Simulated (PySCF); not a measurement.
# SiP: basis, grid and Hamiltonian

The method stays; parts of the set-up, such as the basis or the Hamiltonian, are changed.

The runs use PySCF 2.14.0; method and basis as typed in the scripts.

3 further runs of the same task are left out: 3 that didn't finish.

### 1 Starting geometry

SiP: 2 atoms, charge 0, spin multiplicity 2.

Bond lengths: Si1–P2 1.962 Å.

### 2 The run that the others are compared with

input.py reads:

```python
from pyscf import gto, scf, cc

mol = gto.M(
    atom='Si 0 0 0; P 0 0 1.962',
    basis='cc-pvdz-dk',
    charge=0,
    spin=1,
    verbose=3,
)
mf = scf.ROHF(mol)
mf = mf.sfx2c1e()
mf.kernel()
mycc = cc.CCSD(mf, frozen=10)
mycc.kernel()
mf.dip_moment()
print('orbital energies (hartree):', mf.mo_energy[..., max(0, mol.nelec[1]-3):mol.nelec[0]+3].round(4))
```

On the command line:

```sh
$ OMP_NUM_THREADS=1 python input.py
```

Its log is not repeated here.

It gives: E(SCF) = -630.989602 Eh, E(CCSD) − E(SCF) = -0.21730 Eh, μ = 1.75 D (of the SCF density).

The bond length is a typed value, not an optimised one.

### 3 Lanl2dz (core potential on, X2C off)

Edit 1 changes basis set: cc-pvdz-dk → lanl2dz; core potential: off → on; spin-free X2C: on → off; frozen orbitals: 10 → none. The core potential changes with it: totals don't compare.

input.py reads:

```python
from pyscf import gto, scf, cc

mol = gto.M(
    atom='Si 0 0 0; P 0 0 1.962',
    basis='lanl2dz',
    ecp={'Si': 'lanl2dz', 'P': 'lanl2dz'},
    charge=0,
    spin=1,
    verbose=3,
)
mf = scf.ROHF(mol)
mf.kernel()
mycc = cc.CCSD(mf)
mycc.kernel()
mf.dip_moment()
print('orbital energies (hartree):', mf.mo_energy[..., max(0, mol.nelec[1]-3):mol.nelec[0]+3].round(4))
```

On the command line:

```sh
$ OMP_NUM_THREADS=1 python input.py
```

### 4 6-31g (X2C off)

Edit 2 changes basis set: cc-pvdz-dk → 6-31g; spin-free X2C: on → off.

Edit input.py of step 2 so:

```diff
@@ -4,3 +4,3 @@
     atom='Si 0 0 0; P 0 0 1.962',
-    basis='cc-pvdz-dk',
+    basis='6-31g',
     charge=0,
@@ -10,3 +10,2 @@
 mf = scf.ROHF(mol)
-mf = mf.sfx2c1e()
 mf.kernel()
```

### 5 Density fitting weigend

Edit 3 changes density fitting: none → weigend.

Edit input.py of step 2 so:

```diff
@@ -11,2 +11,3 @@
 mf = mf.sfx2c1e()
+mf = mf.density_fit(auxbasis='weigend')
 mf.kernel()
```

### 6 Spin-free X2C off

Edit 4 changes spin-free X2C: on → off.

Edit input.py of step 2 so:

```diff
@@ -10,3 +10,2 @@
 mf = scf.ROHF(mol)
-mf = mf.sfx2c1e()
 mf.kernel()
```

### 7 Cartesian functions on

Edit 5 changes Cartesian functions: off → on.

Edit input.py of step 2 so:

```diff
@@ -7,2 +7,3 @@
     spin=1,
+    cart=True,
     verbose=3,
```

### 8 Cc-pcvdz (X2C off)

Edit 6 changes basis set: cc-pvdz-dk → cc-pcvdz; spin-free X2C: on → off.

Edit input.py of step 2 so:

```diff
@@ -4,3 +4,3 @@
     atom='Si 0 0 0; P 0 0 1.962',
-    basis='cc-pvdz-dk',
+    basis='cc-pcvdz',
     charge=0,
@@ -10,3 +10,2 @@
 mf = scf.ROHF(mol)
-mf = mf.sfx2c1e()
 mf.kernel()
```

What does the calculation give? Wanted: for each run, E(SCF); from base; SCF dipole; after the SCF.

As calculated:

```
                                 run  E(SCF) (hartree)  from base (eV)  SCF dipole (D)  functions                            after the SCF
                                base       -630.989602               0            1.75         36  CCSD correlation -5.913 eV, core frozen
lanl2dz (core potential on, X2C off)         -9.973415  not comparable            1.26         16               CCSD correlation -2.451 eV
                     6-31g (X2C off)       -629.489266  not comparable            2.06         26  CCSD correlation -3.606 eV, core frozen
             density fitting weigend       -626.869038       +112.1263            1.75         36  CCSD correlation -5.801 eV, core frozen
     spin-free X2C off (poor choice)       -629.271267  not comparable            1.77         36  CCSD correlation -5.911 eV, core frozen
              Cartesian functions on       -630.990002         -0.0109            1.75        n/a  CCSD correlation -5.961 eV, core frozen
                  cc-pcvdz (X2C off)       -629.574048  not comparable            1.77         54  CCSD correlation -5.956 eV, core frozen
```

**Reading.** The largest comparable shift of the SCF energy, +112.126 eV, comes with the run “density fitting weigend”. Rows marked «poor choice» come from settings spoiled on purpose.
